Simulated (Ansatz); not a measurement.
# C2H3F (SMILES C=CF): single points off equilibrium

The atoms stand at a structure displaced at random from a GFN2-xTB minimum. How far do the functionals agree with CCSD(T) there?

Computed with Ansatz 0.2.0, Gaussian basis. Level: single points in def2-TZVPP.

Cores are frozen in the correlated methods.

### Step 1. The system as given

SMILES `C=CF`, 6 atoms, charge 0, spin multiplicity 1.

Atoms are counted from 1 here; the program's logs count them from 0.

Bond lengths: C1–C2 1.260 Å, C1–H4 1.173 Å, C1–H5 1.073 Å, C2–F3 1.373 Å, C2–H6 1.207 Å. Angles: C2–C1–H4 120.8°, C2–C1–H5 121.1°, H4–C1–H5 118.0°, C1–C2–F3 121.2°, C1–C2–H6 131.0°, F3–C2–H6 106.6°.

Geometry (Å):

```mol
C2H3F
  3D, bonds by distance, orders not assigned

  6  5  0  0  0  0  0  0  0  0999 V2000
   -0.5408    0.0442   -0.4500 C   0  0
    0.5095   -0.0171    0.2442 C   0  0
    1.0195   -1.2228    0.6577 F   0  0
   -1.1094   -0.9318   -0.7648 H   0  0
   -0.9806    0.9880   -0.7078 H   0  0
    1.1075    0.8368    0.8519 H   0  0
  1  2  8  0
  1  4  8  0
  1  5  8  0
  2  3  8  0
  2  6  8  0
M  END
```

### Step 2. CCSD(T)/def2-TZVPP

File run/in.yaml:

```yaml
crystal:
  periodic: [false, false, false]
  atoms:
    - {symbol: C, position_ang: [-0.540800, 0.044200, -0.450000]}
    - {symbol: C, position_ang: [0.509500, -0.017100, 0.244200]}
    - {symbol: F, position_ang: [1.019500, -1.222800, 0.657700]}
    - {symbol: H, position_ang: [-1.109400, -0.931800, -0.764800]}
    - {symbol: H, position_ang: [-0.980600, 0.988000, -0.707800]}
    - {symbol: H, position_ang: [1.107500, 0.836800, 0.851900]}
basis:
  gaussian: {orbitals: def2-TZVPP}
correlation: {method: ccsd_t}
output: {forces: true}
```

No record of the launch command was kept for these runs.

### Step 3. PBE0-D4/def2-TZVPP

Changes to run/in.yaml since step 2:

```diff
@@ -11,3 +11,3 @@
   gaussian: {orbitals: def2-TZVPP}
-correlation: {method: ccsd_t}
-output: {forces: true}
+hamiltonian: {xc: pbe0, dispersion: d4}
+output: {forces: true, orbitals: {seedname: orbitals}}
```

### Step 4. wB97M-V/def2-TZVPP

Changes to run/in.yaml since step 3:

```diff
@@ -11,3 +11,3 @@
   gaussian: {orbitals: def2-TZVPP}
-hamiltonian: {xc: pbe0, dispersion: d4}
-output: {forces: true, orbitals: {seedname: orbitals}}
+hamiltonian: {xc: {name: wB97M-V}}
+output: {forces: true}
```

### Step 5. r2SCAN-D4/def2-TZVPP

Changes to run/in.yaml since step 4:

```diff
@@ -11,3 +11,3 @@
   gaussian: {orbitals: def2-TZVPP}
-hamiltonian: {xc: {name: wB97M-V}}
+hamiltonian: {xc: r2scan, dispersion: d4}
 output: {forces: true}
```

### Step 6. PBE-D4/def2-TZVPP

Changes to run/in.yaml since step 5:

```diff
@@ -11,3 +11,3 @@
   gaussian: {orbitals: def2-TZVPP}
-hamiltonian: {xc: r2scan, dispersion: d4}
+hamiltonian: {xc: pbe, dispersion: d4}
 output: {forces: true}
```

### Step 7. r2SCANh-D4/def2-TZVPP

Changes to run/in.yaml since step 6:

```diff
@@ -11,3 +11,3 @@
   gaussian: {orbitals: def2-TZVPP}
-hamiltonian: {xc: pbe, dispersion: d4}
+hamiltonian: {xc: {name: r2SCANh}, dispersion: d4}
 output: {forces: true}
```

### Step 8. BLYP-D4/def2-TZVPP

Changes to run/in.yaml since step 7:

```diff
@@ -11,3 +11,3 @@
   gaussian: {orbitals: def2-TZVPP}
-hamiltonian: {xc: {name: r2SCANh}, dispersion: d4}
+hamiltonian: {xc: {name: BLYP}, dispersion: d4}
 output: {forces: true}
```

(Steps that only read results are left out.)

**Question.** What will these runs give? Wanted: energy less free atoms, CCSD(T)/def2-TZVPP; RMS force component; RMS force error; HOMO and LUMO, PBE0-D4; T1 diagnostic.

**Answer**, as computed:

| quantity | value |
| --- | --- |
| energy less free atoms, CCSD(T)/def2-TZVPP | -23.656 eV |
| RMS force component | 2.248 to 2.501 eV/Å over the methods |
| RMS force error | PBE0-D4 0.282, wB97M-V 0.289, r2SCAN-D4 0.262, PBE-D4 0.267, r2SCANh-D4 0.282, BLYP-D4 0.342 eV/Å |
| HOMO and LUMO, PBE0-D4 | -8.09 and 0.38 eV |
| T1 diagnostic | 0.012 |

In words: Against CCSD(T) the functionals' energies less atoms differ by -1.509 to -0.543 eV, PBE-D4 by -1.509 eV. The reference is not at the basis limit: in triple zeta CCSD(T) underbinds, which counts against methods that bind more; the gaps are no ranking. On forces the order runs from r2SCAN-D4 to BLYP-D4. Frozen-core CCSD(T) forces in triple zeta carry basis errors of their own, and this is one geometry, so small gaps rank nothing.
